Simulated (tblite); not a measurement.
Species: (SiH3)2PH, H₇PSi₂.
SMILES: `[SiH3]P[SiH3]`

Calculated harmonic vibrations of the isolated species, GFN2-xTB (tblite), most abundant isotopes, no scaling. Against measured fundamentals such values can be off by several per cent, at times by over 20. Modes of hydrogen on phosphorus and silicon can be 10 to 20 % off.

Harmonic wavenumbers (cm⁻¹): 77.0, 82.7, 115.0, 438.1, 465.0, 473.9, 480.4, 521.8, 543.3, 665.2, 734.1, 752.2, 759.4, 770.7, 777.8, 784.0, 792.5, 2219.0, 2232.4, 2266.4, 2267.4, 2272.5, 2280.7, 2345.2.

A = 9238, B = 2443, C = 2051 MHz; mass 93.982 u (most abundant isotopes); point group Cs, symmetry number 1.

Question: Zero-point energy?

Answer: Half the sum of the wavenumbers: 12558 cm⁻¹ = 35.91 kcal/mol.

Question: What is S at 350 K and 1 bar for an ideal gas of classical rigid rotors and harmonic oscillators?

Answer: Translation 40.36, rotation 26.82, vibration 20.50: S = 87.7 cal/(mol K).

Question: And Cp and H(350 K) − H(0)?

Answer: Cp = 30.12 cal/(mol K), of which vibrations give 22.17 (their classical limit is 24 R = 47.7); H(350 K) − H(0) = 6.63 kcal/mol without the zero-point energy, 3.85 from vibrations.

Question: How do the functions run with temperature in this model?

Answer: 
```tsv
T (K)	S (cal/(mol K))	Cp (cal/(mol K))	H − H(0) (kcal/mol)	G − H(0) (kcal/mol)	ln q(vib)
100	62.2	13.7	1.09	-5.12	0.98
200	73.5	20.5	2.78	-11.93	2.46
300	83.2	27.5	5.19	-19.78	3.99
500	99.4	35.8	11.61	-38.12	7.13
800	117.9	42.8	23.48	-70.86	11.46
1000	127.8	45.9	32.37	-95.46	14.03
```

q(vib) and H(0) count from the zero-point level.

Question: Blend soft modes into free rotors: weight 1/[1 + (100 cm⁻¹/ν̃)⁴] for the oscillator and the rest for a rotor with moment μB/(μ + B), μ = h/(8π²ν), B = 10⁻⁴⁴ kg m². What vibrational entropy results?

Answer: 18.90 cal/(mol K) in place of 20.50, which changes −T·S at 350 K by +0.56 kcal/mol.

Question: What must be added to the electronic energy to get the Gibbs energy at 350 K and 1 bar?

Answer: ZPE + [H(350 K) − H(0)] − T·S = 35.91 + 6.63 − 30.69 = 11.85 kcal/mol.

Question: Which modes carry the vibrational entropy at 350 K?

Answer: 77.0 cm⁻¹: 4.28; 82.7 cm⁻¹: 4.14; 115.0 cm⁻¹: 3.49; 438.1 cm⁻¹: 1.07; 465.0 cm⁻¹: 0.98; 473.9 cm⁻¹: 0.95 cal/(mol K); the other 18 give 5.59 together.

Hindered rotation and anharmonicity are outside this model.
